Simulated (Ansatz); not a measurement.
**CH2B+ (triplet): wave-function methods side by side, def2-QZVPP**

An exercise on one series of results from a longer session: the logs are not shown, and one member is left open.

Program: Ansatz 0.2.0, Gaussian basis. Level of theory: def2-QZVPP, core rule «outside noble gas», up to 2 orbitals frozen. These are calculated values, not measurements.

Plan: UHF; ROHF; CCSD(T) on UHF.

2 further runs of the same task are left out: 2 set aside as unsound or not needed.

### The geometry

The geometry is a PBE0/def2-TZVP stationary point (not a proven minimum) of the parent state, kept for this charge and spin.

4 atoms, charge 1, spin multiplicity 3.

Atoms are counted from 1 here; the program's logs count them from 0.

Bond lengths: B1–C2 1.382 Å, C2–H3 1.086 Å, C2–H4 1.086 Å. Angles: B1–C2–H3 121.6°, B1–C2–H4 121.6°, H3–C2–H4 116.9°.

Set-up of the first run:

The input, in.yaml:

```yaml
crystal:
  periodic: [false, false, false]
  atoms:
    - {symbol: B, position_ang: [0.000000, 0.000000, 0.826501]}
    - {symbol: C, position_ang: [0.000000, 0.000000, -0.555344]}
    - {symbol: H, position_ang: [0.000000, -0.925158, -1.123694]}
    - {symbol: H, position_ang: [0.000000, 0.925158, -1.123694]}
basis:
  gaussian: {orbitals: "def2-QZVPP.json"}
total_charge: 1
magnetization: {spin_polarized: true, initial_magnetization: 2}
hamiltonian: {xc: hf}
output: {orbitals: {seedname: orbitals}}
```

Run with:

```
$ ansatz run in.yaml --threads 1 --pin off --events-out ev --progress --plain --max-ram 2393MiB
```

Steps of the session up to this table: UHF; ROHF; CCSD(T) on UHF.

One table of the session follows, with a row left open; its other results are not shown here.

```
  method  from UCCSD(T) (kJ/mol)
    ROHF                       ?
     UHF                  +558.5
    UMP2                   +74.7
   UCCSD                   +19.3
UCCSD(T)                       0
```

Estimate the missing values for ROHF.

**Answer.** from UCCSD(T) (kJ/mol): +566.0. In the column «from UCCSD(T) (kJ/mol)» it is the highest.
